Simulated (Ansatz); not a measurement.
# C₂H₃NO₂: how energies converge with the basis set

One table from this session's results is given with a row withheld; the runs are named, their logs left out.

Program: Ansatz 0.2.0, Gaussian basis. Level of theory: one geometry, several basis sets. These are calculated values, not measurements.

Levels to be run: PBE0-D4/def2-SVP; ωB97M-V/def2-SVP; PBE0-D4/def2-QZVPP; ωB97M-V/def2-QZVPP; the functionals' def2-TZVPP values are taken from earlier runs.

### Structure used throughout

The geometry comes from an earlier relaxation with PBE0-D4 in a triple-zeta def2 set; it is a stationary point, not always the lowest conformer.

SMILES `NC(=O)C=O`, 8 atoms, charge 0, spin multiplicity 1.

Atoms are counted from 1 here; the program's logs count them from 0.

Bond lengths: N1–C2 1.341 Å, N1–H6 1.006 Å, N1–H7 1.004 Å, C2–O3 1.211 Å, C2–C4 1.528 Å, C4–O5 1.198 Å, C4–H8 1.106 Å. Angles: C2–N1–H6 119.1°, C2–N1–H7 120.2°, H6–N1–H7 120.8°, N1–C2–O3 126.9°, N1–C2–C4 113.3°, O3–C2–C4 119.8°, C2–C4–O5 123.2°, C2–C4–H8 113.1°, O5–C4–H8 123.6°.

Set-up of the first run:

File in.yaml:

```yaml
crystal:
  periodic: [false, false, false]
  atoms:
    - {symbol: N, position_ang: [-0.788282, -0.804724, 0.426652]}
    - {symbol: C, position_ang: [0.279377, -0.442166, -0.299924]}
    - {symbol: O, position_ang: [0.977930, -1.163938, -0.977229]}
    - {symbol: C, position_ang: [0.587091, 1.051799, -0.216799]}
    - {symbol: O, position_ang: [-0.062513, 1.820960, 0.433138]}
    - {symbol: H, position_ang: [-1.285694, -0.102662, 0.948449]}
    - {symbol: H, position_ang: [-1.083482, -1.764654, 0.446160]}
    - {symbol: H, position_ang: [1.467773, 1.348185, -0.816246]}
basis:
  gaussian: {orbitals: def2-SVP}
hamiltonian: {xc: pbe0, dispersion: d4}
output: {orbitals: {seedname: orbitals}}
```

Started as:

```bash
> ansatz run in.yaml --threads 2 --pin off --events-out ev --progress --plain --max-ram 4352MiB
```

Steps of the session up to this table: PBE0-D4 in def2-SVP; ωB97M-V in def2-SVP; PBE0-D4 in def2-QZVPP; ωB97M-V in def2-QZVPP.

One of the session's tables, all rows but one given; the rest of the session is left out.

It belongs to the step «Functionals by basis». 

| functional | basis | HOMO (eV) | LUMO (eV) |
| --- | --- | --- | --- |
| PBE0-D4 | def2-SVP | ? | ? |
| PBE0-D4 | def2-TZVPP | -7.59 | -2.32 |
| PBE0-D4 | def2-QZVPP | -7.64 | -2.38 |
| ωB97M-V | def2-SVP | -9.74 | 0.31 |
| ωB97M-V | def2-TZVPP | -10.00 | 0.01 |
| ωB97M-V | def2-QZVPP | -10.05 | -0.07 |

**Question.** Estimate the row for PBE0-D4, def2-SVP.

**Answer.** HOMO (eV): -7.36; LUMO (eV): -2.08. In the column «HOMO (eV)» it is the highest.
